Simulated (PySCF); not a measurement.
**SF₂, singlet: structure and spectrum**

These are results of B3LYP/[S def2-TZVP, F def2-TZVP], no relativity, density fitting, PySCF, not measurements.

The structure is a minimum.

| Quantity | Value |
| --- | --- |
| Point group | C2v |
| Bond lengths | S–F 1.605 Å (×2) |
| Bond angles | F–S–F 98.8° |
| Entropy at 298.15 K and 1 bar | 258.3 J/(mol K) |
| Zero-point energy | 11.7 kJ/mol |
| Rotational symmetry number | 2 |
| Rotational constants | 0.8891, 0.2987, 0.2236 cm⁻¹ |
| Atomisation energy without zero-point energy | 721 kJ/mol |
| Principal quadrupole moments (Buckingham, traceless) about the centre of mass | -1.23, -0.69, 1.92 D Å |
| Highest occupied level | -7.05 eV |
| Principal polarisabilities | 14.0, 19.3, 22.6 bohr³ |
| Heat capacity Cp at 298.15 K | 45.2 J/(mol K) |
| Lowest empty level | -2.07 eV |
| Enthalpy at 298.15 K above 0 K | 11.29 kJ/mol |
| Dipole moment | 1.20 D |

Harmonic modes (masses in u: S 31.972, F 18.998):
```
symmetry  ω (cm⁻¹)  IR (km/mol)  μ (u)
      a1       342          4.0  20.43
      b2       796          150  22.75
      a1       826         77.3  22.36
```

In C2v the vibrations span 2a1 + b2. Here b1 is antisymmetric to the molecular plane and b2 lies in it.

Charges (e):
| atom | Mulliken | Löwdin | polar tensor | Mayer order to S1 |
| --- | --- | --- | --- | --- |
| S1 | 0.43 | 0.31 | 0.94 | – |
| F2,3 | -0.22 | -0.15 | -0.47 | 1.00 |

Mulliken populations on S1: s 5.93, p 9.29, d 0.29, f 0.05.

Counting electrons, sulfur keeps 4 of its valence electrons outside its bonds, so the VSEPR class is AX2E2 and the expected shape is bent (C2v), as computed.

The final relaxation and frequency run took 16 s on 2 threads of a shared Arm Neoverse V1 host, with 99 basis functions and 10 gradients; the process peaked at 0.9 GiB.
